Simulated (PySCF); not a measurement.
AlF3, SMILES [F][Al]([F])[F].

Geometry optimised at B3LYP-D3(BJ)/def2-TZVP. The isomer is the one that the SMILES or the coordinates give; other isomers of the formula were not compared.

Vertical ionisation energy (IE) and electron affinity (EA) in eV. Rows of orbital energies are one-electron estimates. Where ΔSCF, EOM or ADC give a negative EA the extra electron is unbound and the value depends on the basis.

```csv
level,IE,EA
"−ε(HOMO), −ε(LUMO), B3LYP/def2-TZVPD (PySCF)",?,?
ADC(2)/aug-cc-pVDZ (PySCF),13.73,-0.08
```

Task: What belongs in the gaps? (The exact figures need the calculation; the answer reports its results.)

Result: 
- −ε(HOMO), −ε(LUMO), B3LYP/def2-TZVPD (PySCF), IE: 11.48
- −ε(HOMO), −ε(LUMO), B3LYP/def2-TZVPD (PySCF), EA: 2.10

Task: Beyond the first one, list the lowest photoelectron lines from PySCF with ADC(2)/aug-cc-pVDZ with their pole strengths (two spins summed). (An estimate is asked for; the answer gives what the named calculation found.)

Result: 14.32 eV (1.76), 14.32 eV (1.76), 14.45 eV (1.75), 14.45 eV (1.75), 14.94 eV (1.77).
